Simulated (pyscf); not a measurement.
Thermochemistry of product channels of methane (CH₄) + Cl atom (Cl•) on the doublet surface, in kcal/mol, from ωB97M-D3(BJ)/def2-TZVP energies (ideal gas, 1 atm, RRHO with modes under 100 cm⁻¹ raised to 100, one conformer, R ln 2 for rigid chiral ones). Single points on ωB97X-D3(BJ)/def2-SVP structures (PySCF, gas phase).

```tsv
products	ΔE	ΔH(298 K)	ΔG(900 K)	ΔG(1200 K)
•H₂C–Cl + hydrogen (H₂)	+22.5	+16.0	+7.1	+3.4
methyl (CH₃•) + hydrogen chloride (HCl)	+6.3	+1.8	-6.9	-10.1
methylene (CH₂) [triplet] + hydrogen chloride (HCl) + H atom (H•)	+123.0	+112.1	+77.4	+65.0
```

These are energies of the channels, which say nothing of barriers. Left out: orbital degeneracy and the spin-orbit lowering of Cl.
